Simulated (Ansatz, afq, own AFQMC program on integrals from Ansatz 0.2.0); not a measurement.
AlGe, quartet: a scan with AFQMC

```xyz
2

Ge    0.0000    0.0000    0.0000
Al    0.0000    0.0000    2.4669
```

The Ge1–Al2 distance is changed with both sides rigid. Energies in kJ/mol count from this geometry (2.467 Å) at the same level; the start stands on UHF, each point on the determinant named.

Basis cc-pVDZ. Only valence electrons are correlated. Ansatz 0.2.0 and our own AFQMC program on the same integrals; the CISD trial comes from CCSD amplitudes, and released means the phaseless constraint is let go. Error bars are statistical, one sigma. No spin–orbit coupling.

Cautions, each for one point or more: inner d shell frozen; lower spins were not checked; no relativity below Rb; no spin-orbit coupling; raised T1 diagnostic.

```json
{"r(Ge1–Al2) / Å": "1.928", "det.": "UHF", "T1": "0.025", "weight": "0.88", "⟨S²⟩": "3.76", "B2PLYP": "225.1", "MP2": "237.5", "CCSD(T)": "244.9"}
{"r(Ge1–Al2) / Å": "2.981", "det.": "UHF", "T1": "0.047", "weight": "0.85", "⟨S²⟩": "3.77", "B2PLYP": "42.4", "MP2": "44.7", "CCSD(T)": "39.3"}
{"r(Ge1–Al2) / Å": "5.529", "det.": "UHF", "T1": "0.012", "weight": "0.89", "⟨S²⟩": "3.77", "B2PLYP": "207.0", "MP2": "200.3", "CCSD(T)": "197.6"}
{"r(Ge1–Al2) / Å": "8.542", "det.": "UHF", "T1": "0.011", "weight": "0.89", "⟨S²⟩": "3.77", "B2PLYP": "212.6", "MP2": "204.7", "CCSD(T)": "201.8"}
```

(1) Estimate the curve of full CI, counted from the same start.

## Answers

(1) 
```tsv
r(Ge1–Al2) / Å	det.	T1	weight	⟨S²⟩	FCI	ph-AFQMC/CISD	CCSDT(Q)
1.928	UHF	0.025	0.88	3.76	245.7	244.7 ± 0.3	245.7
2.981	UHF	0.047	0.85	3.77	38.1	39.7 ± 0.3	37.9
5.529	UHF	0.012	0.89	3.77	199.3	199.5 ± 0.2	200.2
8.542	UHF	0.011	0.89	3.77	204.9	203.6 ± 0.2	204.9
```

Weight is that of the determinant in the CISD state; at the start T1 is 0.033 and the weight 0.87, and ⟨S²⟩ is 3.77. Largest departures from full CI: CCSD(T) -3.1 kJ/mol at 8.542 (on UHF), ph-AFQMC/CISD 1.5 kJ/mol at 2.981 (on UHF), CCSDT(Q) 0.9 kJ/mol at 5.529 (on UHF), B2PLYP -20.5 kJ/mol at 1.928, MP2 -8.1 kJ/mol at 1.928 (on UHF). Functionals count only at points shown to share the start's state and spin. In this small basis the wave-function levels are far from their limit, so their gap to the functionals isn't the functionals' error. In total energy ph-AFQMC/CISD lies 24.0 ± 1.3 meV above full CI at the start, so its agreement along the curve rests in part on cancellation.

CCSDT and higher add their correlation energy to the determinant of the CCSD(T) run, since their own runs factorise the integrals more tightly (a shift of under 2 meV). A walk keeps the symmetry of its determinant, which the program's search chose and which needn't be the lowest solution, so a lower state of the same spin and another symmetry isn't excluded.
